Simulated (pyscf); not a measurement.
PySCF, gas phase, ωB97X-D3(BJ)/def2-SVP geometries. Correlated levels are frozen-core, on RHF or UHF. ΔMP2 is the change of the MP2 total energy from the triple- to the quadruple-zeta basis.

**Question.** List the bond dissociation enthalpies at 298 K of trichlorosilane (Cl–SiH(Cl)–Cl) from CCSD(T)/def2-TZVPP + ΔMP2(QZVPP), from the weakest bond up.

**Answer.** H–Si to Cl–Si•(Cl)–Cl + H•: 4.03 eV; Cl–Si to Cl• + Cl–SiH•–Cl: 4.79 eV. Ring and multiple bonds, and those that leave no two simple radicals, are not listed. The CCSD(T) − MP2 part came from Ansatz, without density fitting, on the same reference. Left out: the spin-orbit lowering of Cl.
